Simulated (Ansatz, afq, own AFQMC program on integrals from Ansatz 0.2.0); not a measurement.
# CHSi (doublet): quantum Monte Carlo beside coupled cluster at distance Si1–C2 = 1.683 Å, 6-31G

One table from this session's results is given with a row withheld; the runs are named, their logs left out.

Computed with Ansatz 0.2.0, Gaussian basis, and an in-house AFQMC program (afq) on its integrals; all values are calculated. Level: 6-31G, frozen cores.

To be run: Full CI; PBE (unrestricted); r2SCAN (unrestricted); PBE0 (unrestricted); B3LYP (unrestricted); CCSD(T) on ROHF; wB97M-V (unrestricted); B2PLYP (unrestricted); Full CI; Full CI (quartet); CCSDT(Q) on ROHF; CCSDTQ on ROHF; Phaseless AFQMC, CISD trial on ROHF; Phaseless AFQMC, single-determinant trial on ROHF; Free-projection AFQMC, CISD trial on ROHF; CCSD(T) on UHF; Full CI; CCSDT(Q) on UHF; CCSDTQ on UHF; Phaseless AFQMC, CISD trial on UHF; Phaseless AFQMC, single-determinant trial on UHF; Free-projection AFQMC, CISD trial on UHF.

11 further runs of the same task are left out: 11 that didn't finish.

## What is computed

The geometry derives from a PBE0/def2-TZVP stationary point (not a proven minimum). One bond is set to the value named and the two fragments are kept rigid.

3 atoms, charge 0, spin multiplicity 2.

Atoms are counted from 1 here; the program's logs count them from 0.

Bond lengths: Si1–C2 1.682 Å, C2–H3 1.079 Å. Angles: Si1–C2–H3 180.0°.

As a file:

```xyz
3
CHSi
Si    0.00000    0.00000    1.48144
C     0.00000    0.00000   -0.20101
H     0.00000    0.00000   -1.28043
```

Set-up of the first run:

in.yaml reads:

```yaml
crystal:
  periodic: [false, false, false]
  atoms:
    - {symbol: Si, position_ang: [0.000000, 0.000000, 1.481442]}
    - {symbol: C, position_ang: [0.000000, 0.000000, -0.201009]}
    - {symbol: H, position_ang: [0.000000, 0.000000, -1.280432]}
basis:
  gaussian: {orbitals: 6-31G}
magnetization: {spin_polarized: false, initial_magnetization: 1}
correlation: {method: fci, electrons: outside_noble_gas}
```

On the command line:

```
$ ansatz run in.yaml --threads 1 --pin off --events-out ev --progress --plain --max-ram 16896MiB --backend cuda --devices 0, --max-vram 18GiB
```

Among the steps run: Full CI; PBE (unrestricted); r2SCAN (unrestricted); PBE0 (unrestricted); B3LYP (unrestricted); CCSD(T) on ROHF; wB97M-V (unrestricted); B2PLYP (unrestricted); Full CI (quartet); CCSDT(Q) on ROHF; CCSDTQ on ROHF; Phaseless AFQMC, CISD trial on ROHF; Phaseless AFQMC, single-determinant trial on ROHF; Free-projection AFQMC, CISD trial on ROHF; CCSD(T) on UHF; CCSDT(Q) on UHF; CCSDTQ on UHF; Phaseless AFQMC, CISD trial on UHF; Phaseless AFQMC, single-determinant trial on UHF; Free-projection AFQMC, CISD trial on UHF.

One of the session's tables, all rows but one given; the rest of the session is left out.

It belongs to the step «AFQMC on the ladder». On the ROHF determinant, counted from full CI (exact for this spin and basis):

```
                                                              level  from full CI (meV)
                                                                 HF             +4038.5
                                                                MP2              +732.9
                                                               CCSD              +182.1
                                                            CCSD(T)               +43.4
                                                           CCSDT(Q)                   ?
                                                             CCSDTQ                +2.0
                                                            full CI                 0.0
              Phaseless AFQMC, CISD trial, step 0.005, 4000 walkers               +11.4
Phaseless AFQMC, single-determinant trial, step 0.005, 4000 walkers               +69.0
         Free-projection AFQMC, CISD trial, step 0.03, 4000 walkers                +0.2
```

Estimate the missing values for CCSDT(Q).

**Answer.** from full CI (meV): +2.1. In the column «from full CI (meV)» it lies between CCSDTQ (+2.0) and Phaseless AFQMC, CISD trial, step 0.005, 4000 walkers (+11.4).

To keep in mind: On ROHF the phaseless walk with the CISD trial lies +11.4 meV from full CI, within three error bars. On UHF the phaseless walk with the CISD trial lies +6.7 meV from CCSDTQ, within three error bars.
